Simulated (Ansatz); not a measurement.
**PO (sextet): the correlation ladder, def2-TZVPP**

The task here is to estimate one member of a computed series from the others.

The runs use Ansatz 0.2.0, Gaussian basis; def2-TZVPP, core rule «outside noble gas», up to 6 orbitals frozen.

Plan: UHF; ROHF; CCSD(T) on UHF.

## What is computed

The geometry is a PBE0/def2-TZVP stationary point (not a proven minimum) of the parent state, kept for this charge and spin.

2 atoms, charge 0, spin multiplicity 6.

Atoms are counted from 1 here; the program's logs count them from 0.

Bond lengths: O1–P2 1.719 Å.

The first run:

Input file in.yaml:

```yaml
crystal:
  periodic: [false, false, false]
  atoms:
    - {symbol: O, position_ang: [0.000000, 0.000000, 0.000000]}
    - {symbol: P, position_ang: [0.000000, 0.000000, 1.718900]}
basis:
  gaussian: {orbitals: def2-TZVPP}
magnetization: {spin_polarized: true, initial_magnetization: 5}
hamiltonian: {xc: hf}
output: {orbitals: {seedname: orbitals}}
```

Started as:

```console
ansatz run in.yaml --threads 1 --pin off --events-out ev --progress --plain --max-ram 4096MiB --backend cpu
```

Among the steps run: UHF; ROHF; CCSD(T) on UHF.

One of the session's tables, all rows but one given; the rest of the session is left out.

| method | from UCCSD(T) (kcal/mol) |
| --- | --- |
| ROHF | ? |
| UHF | +180.76 |
| UMP2 | +24.08 |
| UCCSD | +6.54 |
| UCCSD(T) | 0 |

**Question.** Estimate the row for ROHF.

**Answer.** from UCCSD(T) (kcal/mol): +189.13. In the column «from UCCSD(T) (kcal/mol)» it is the highest.
